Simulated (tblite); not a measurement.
Species: CH₅FSi.
SMILES: `C[SiH2]F`

Level: GFN2-xTB in tblite, geometry and Hessian alike; calculated harmonic values, unscaled, isolated species. Errors from tens to a few hundred cm⁻¹ against measured bands are possible. Modes of hydrogen on silicon can be 10 to 20 % off.

Harmonic wavenumbers (cm⁻¹): 106.3, 204.6, 475.4, 580.9, 689.5, 750.7, 772.5, 809.1, 831.2, 855.8, 1377.3, 1479.9, 1482.4, 2314.1, 2334.9, 3031.3, 3034.6, 3051.2.

A = 19329, B = 6676, C = 5449 MHz; mass 64.014 u (most abundant isotopes); point group Cs, symmetry number 1.

Question: What is the zero-point energy?

Answer: ½Σν̃ = 12091 cm⁻¹ = 34.57 kcal/mol.

Question: Give the ideal-gas entropy at 298.15 K and 1 bar in the rigid-rotor, harmonic-oscillator model (classical rotation).

Answer: Translation 38.41, rotation 23.64, vibration 8.03: S = 70.1 cal/(mol K).

Question: And Cp and H(298.15 K) − H(0)?

Answer: Cp = 18.47 cal/(mol K), of which vibrations give 10.52 (their classical limit is 18 R = 35.8); H(298.15 K) − H(0) = 3.76 kcal/mol without the zero-point energy, 1.39 from vibrations.

Question: Which modes carry the vibrational entropy at 298.15 K?

Answer: 106.3 cm⁻¹: 3.34; 204.6 cm⁻¹: 2.09; 475.4 cm⁻¹: 0.72; 580.9 cm⁻¹: 0.48; 689.5 cm⁻¹: 0.32; 750.7 cm⁻¹: 0.25 cal/(mol K); the other 12 give 0.83 together.

Question: How do the functions run with temperature in this model?

Answer: 
```json
{"T (K)": "100", "S (cal/(mol K))": "55.2", "Cp (cal/(mol K))": "10.8", "H − H(0) (kcal/mol)": "0.91", "G − H(0) (kcal/mol)": "-4.60", "ln q(vib)": "0.30"}
{"T (K)": "200", "S (cal/(mol K))": "63.6", "Cp (cal/(mol K))": "14.3", "H − H(0) (kcal/mol)": "2.15", "G − H(0) (kcal/mol)": "-10.57", "ln q(vib)": "0.96"}
{"T (K)": "300", "S (cal/(mol K))": "70.2", "Cp (cal/(mol K))": "18.5", "H − H(0) (kcal/mol)": "3.79", "G − H(0) (kcal/mol)": "-17.26", "ln q(vib)": "1.71"}
{"T (K)": "500", "S (cal/(mol K))": "81.3", "Cp (cal/(mol K))": "25.0", "H − H(0) (kcal/mol)": "8.20", "G − H(0) (kcal/mol)": "-32.45", "ln q(vib)": "3.37"}
{"T (K)": "800", "S (cal/(mol K))": "94.5", "Cp (cal/(mol K))": "31.0", "H − H(0) (kcal/mol)": "16.68", "G − H(0) (kcal/mol)": "-58.91", "ln q(vib)": "5.88"}
{"T (K)": "1000", "S (cal/(mol K))": "101.7", "Cp (cal/(mol K))": "33.8", "H − H(0) (kcal/mol)": "23.18", "G − H(0) (kcal/mol)": "-78.55", "ln q(vib)": "7.46"}
```

q(vib) and H(0) count from the zero-point level.

Question: What must be added to the electronic energy to get the Gibbs energy at 298.15 K and 1 bar?

Answer: ZPE + [H(298.15 K) − H(0)] − T·S = 34.57 + 3.76 − 20.90 = 17.43 kcal/mol.

Hindered rotation and anharmonicity are outside this model.
